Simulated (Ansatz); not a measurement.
Frontier orbitals of BH5OSi (`BO[SiH3]`).

```xyz
8

B     0.976   -0.215   -1.202
O     0.728   -0.068    0.114
Si   -0.675    0.161    0.966
H     0.069   -0.190   -1.992
H     2.114   -0.369   -1.547
H    -1.835    0.204    0.039
H    -0.557    1.440    1.704
H    -0.819   -0.964    1.919
```

The species carries charge 0 and has multiplicity 1. The geometry is a stationary point of PBE0-D4/def2-TZVP. Basis def2-TZVPP, Ansatz 0.2.0.

A caution on the coupled-cluster cation, which keeps the state that its UHF reference found: large T1 diagnostic of the cation.

**Question.** Compute the vertical ionisation energy as the energy of the cation minus that of the neutral molecule, at each level. (An estimate is asked.)

**Answer.** Ansatz gave: 
```
               level  IE (eV)  difference from CCSD(T)/CBS(def2)
   PBE-D4/def2-TZVPP    10.48                              -0.97
r2SCAN-D4/def2-TZVPP    10.65                              -0.80
  PBE0-D4/def2-TZVPP    10.88                              -0.57
 B3LYP-D4/def2-TZVPP    10.92                              -0.52
  ωB97X-V/def2-TZVPP    11.14                              -0.30
  ωB97M-V/def2-TZVPP    11.11                              -0.33
   B2PLYP/def2-TZVPP    11.07                              -0.37
       HF/def2-TZVPP    10.64                              -0.80
      MP2/def2-TZVPP    11.88                               0.43
     CCSD/def2-TZVPP    11.32                              -0.13
  CCSD(T)/def2-TZVPP    11.31                              -0.14
       HF/def2-QZVPP    10.64                              -0.81
      MP2/def2-QZVPP    11.95                               0.51
        HF/CBS(def2)    10.64                              -0.81
       MP2/CBS(def2)    12.01                               0.57
      CCSD/CBS(def2)    11.46                               0.01
   CCSD(T)/CBS(def2)    11.45                               0.00
```

B3LYP here is the variant with VWN-RPA as its local correlation; programs differ in this.
